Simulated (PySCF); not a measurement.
Isomers of [C5H12P]+, one conformer each. Theory: core-valence-separated Tamm–Dancoff BHandHLYP/aug-pcX-1 (pcseg-1 on H, def2-SVPD on P) in PySCF, non-relativistic, gas phase, PBE0-D3(BJ)/def2-SVP geometry. No empirical shift is added; at this level the pattern usually sits a few eV under experiment.

P. `C[C@@H]1C[P+]1(C)C`
Q. `C/C=C/[PH2+]CC`
R. `[PH+](C)(C1CC1)C`

Main lines, eV (oscillator strength):
1. C K: 284.9 (0.045), 285.0 (0.063), 285.7 (0.048), 285.7 (0.039), 285.9 (0.010)
2. C K: 282.2 (0.075), 283.1 (0.043), 285.4 (0.041), 285.7 (0.012), 285.7 (0.036)
3. C K: 286.0 (0.100), 286.1 (0.072), 286.3 (0.037), 286.5 (0.034), 286.6 (0.024)
Listed: the first five lines at most of each edge with a tenth or more of its strongest line's intensity; roots within 0.03 eV on the same or equivalent atoms are summed. Only the lowest roots were sought, and the top ones are left out.

Which spectrum belongs to which isomer?

1 = P, 2 = Q, 3 = R.
- P: first C line listed at 284.9 eV, hole on the sp3 carbon bound to phosphorus.
- Q: first C line listed at 282.2 eV, hole on the alkene CH carbon (1s→π*).
- R: first C line listed at 286.0 eV, hole on the three-membered-ring carbon.

What are the ground-state energies of the isomers at BHandHLYP/aug-pcX-1 (pcseg-1 on H, def2-SVPD on P), relative to the lowest?

P 16.0, Q 16.6, R 0.0 kJ/mol (electronic energies on these geometries, no dispersion or zero-point terms).
